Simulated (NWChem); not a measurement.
## formaldehyde (CH2O) in NWChem

SMILES: C=O
```xyz
4

C      0.0000     0.0000     0.5244
O      0.0000     0.0000    -0.6753
H     -0.9447     0.0000     1.1280
H      0.9447     0.0000     1.1280
```
Charge 0, spin multiplicity 1.

Program: NWChem. All single points use one geometry, from B3LYP/def2-SVP, a minimum by its harmonic frequencies.

The stability of the SCF solutions was not checked.

Worked example. At BHandHLYP/def2-TZVP the molecule has a total energy of -114.48585 Ha and the free atoms (multiplicities C 3, O 3, H 2) H -0.49854, C -37.84774, O -75.07712 Ha. The electronic atomisation energy is the atoms' sum less the molecule's energy.

1·(-37.84774) + 1·(-75.07712) + 2·(-0.49854) = -113.92194 Ha for the atoms; less the molecule's energy this leaves 0.56391 Ha, or 353.9 kcal/mol (1481 kJ/mol), without zero-point, thermal or spin-orbit terms.
